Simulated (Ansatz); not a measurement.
# BH3: the cost of one run

Program: Ansatz 0.2.0. Level of theory: RKS PBE0-D4/def2-TZVP. These are calculated values, not measurements.

## Step 1: Starting point

Bond lengths: B1–H2 1.190 Å, B1–H3 1.190 Å, B1–H4 1.190 Å. Angles: H2–B1–H3 120.0°, H2–B1–H4 120.0°, H3–B1–H4 120.0°.

As a file:

```xyz
4

B     0.0000    0.0000    0.0000
H     0.0000    0.0000    1.1900
H     1.0305    0.0000   -0.5950
H    -1.0305    0.0000   -0.5950
```

## Step 2: Relaxing the start

The input, input.yaml:

```yaml
crystal:
  periodic: [false, false, false]
  atoms:
    - { symbol: B, position_ang: [0.0, 0.0, 0.0] }
    - { symbol: H, position_ang: [0.0, 0.0, 1.19] }
    - { symbol: H, position_ang: [1.0305, 0.0, -0.595] }
    - { symbol: H, position_ang: [-1.0305, 0.0, -0.595] }
basis:
  gaussian: { orbitals: def2-TZVP }
hamiltonian:
  xc: pbe0
  dispersion: d4
relax:
  f_tol: 0.02
  max_steps: 40
```

The run is started by

```console
$ ansatz run input.yaml --threads 1 --pin off --max-ram 2048MiB --backend cpu --events-out ev --progress --plain --runs-dir out
```

What time and memory should one allow on 1 thread of Arm Neoverse V2, shared host?

About 1.4 s, with a peak of 0.082 GiB.
